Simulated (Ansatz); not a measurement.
**Pulling the pair apart**

The pair of H2S (SMILES S, atoms 1–3) and C2H2 (SMILES C#C, atoms 4–7), both closed shells, in one local arrangement (a lower one may exist), relaxed at PBE0-D4/def2-TZVP:

S1  (-0.787, 0.032, -2.437)
H2  (0.358, 0.694, -2.664)
H3  (-0.177, -1.161, -2.515)
C4  (-0.037, 0.118, 1.337)
C5  (0.340, 0.100, 2.474)
H6  (-0.367, 0.132, 0.320)
H7  (0.671, 0.086, 3.486)
(Å)

C2H2 is shifted rigidly along the line between the mean atom positions of the two fragments (negative: closer). Counterpoise interaction energies in kJ/mol. Program: Ansatz 0.2.0. Basis: def2-TZVPPD. Cores are frozen in the correlated methods.

| shift (Å) | HF | PBE-D4 | MP2 |
| --- | --- | --- | --- |
| -0.28 | 4.4 | -6.5 | -3.2 |
| -0.14 | 0.7 | -7.9 | -5.3 |
| 0.00 | -1.5 | -8.3 | -6.2 |
| 0.14 | -2.7 | -8.1 | -6.3 |
| 0.33 | -3.3 | -7.3 | -6.0 |
| 0.70 | -3.2 | -5.5 | -4.6 |
| 1.40 | -2.0 | -2.8 | -2.4 |
| 2.79 | -0.7 | -0.8 | -0.8 |

Q: What does CCSD(T) give at these shifts? (To be estimated.)

A: By the calculation: -2.4, -4.6, -5.7, -5.9, -5.7, -4.4, -2.4, -0.7 kJ/mol. For zero shift, CCSD(T) at an estimated basis limit (MP2 extrapolated from triple and quadruple zeta, plus CCSD(T) − MP2 in triple zeta) gives -6.4 kJ/mol. These are counterpoise interaction energies, counted from the two frozen fragments.

The T1 diagnostic stays at or below 0.012.

For scale, one of the runs: CCSD(T)/def2-TZVPPD, 193 basis functions, launched by `ansatz run in.yaml --threads 2 --pin off --events-out ev --progress --plain --max-ram 5222MiB`. Time: 32 s of wall clock on 2 CPU threads of an Arm Neoverse V1; the host was shared. Peak host memory: 2.1 GiB.
